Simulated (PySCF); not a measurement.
O₃, singlet: data card

Method: PBE/[O def2-TZVP], no relativity, density fitting, PySCF.

The structure is a minimum.

```
Point group                                                                   : C2v
Bond lengths                                                                  : O–O 1.273 Å (×2)
Bond angles                                                                   : O–O–O 118.2°
Highest occupied level                                                        : -7.81 eV
Enthalpy at 298.15 K above 0 K                                                : 10.32 kJ/mol
Entropy at 298.15 K and 1 bar                                                 : 238.6 J/(mol K)
Atomisation energy without zero-point energy                                  : 774 kJ/mol
Zero-point energy                                                             : 17.8 kJ/mol
Principal quadrupole moments (Buckingham, traceless) about the centre of mass : -1.96, -0.11, 2.06 D Å
Rotational constants                                                          : 3.7, 0.4414, 0.3944 cm⁻¹
Principal polarisabilities                                                    : 8.2, 10.7, 28.1 bohr³
Rotational symmetry number                                                    : 2
Lowest empty level                                                            : -6.06 eV
Dipole moment                                                                 : 0.62 D
Heat capacity Cp at 298.15 K                                                  : 38.8 J/(mol K)
```

Harmonic modes (masses in u: O 15.995):
| symmetry | ω (cm⁻¹) | IR (km/mol) | type |
| --- | --- | --- | --- |
| a1 | 714 | 6.3 | bend |
| b2 | 1069 | 196 | stretch |
| a1 | 1190 | 0.2 | mixed |

In C2v the vibrations span 2a1 + b2. Here b1 is antisymmetric to the molecular plane and b2 lies in it.

Charges (e):
```
atom  Mulliken  Löwdin  polar tensor  Mayer order to O1
  O1      0.26    0.18          0.60                  –
O2,3     -0.13   -0.09         -0.30               1.38
```
Other Mayer orders above 0.3: O–O 0.53.

Mulliken populations on O1: s 3.80, p 3.81, d 0.12, f 0.01.

Outer orbital energies (eV). occupied: -27.48, -19.29, -14.85, -14.66, -14.39, -9.09, -8.03, -7.81; empty: -6.06, 0.26, 2.55, 7.02.

This need not be the most stable arrangement of these atoms.

The final relaxation and frequency run took 15 s on 2 threads of a shared Arm Neoverse V2 host, with 93 basis functions and 10 gradients; the process peaked at 0.77 GiB.
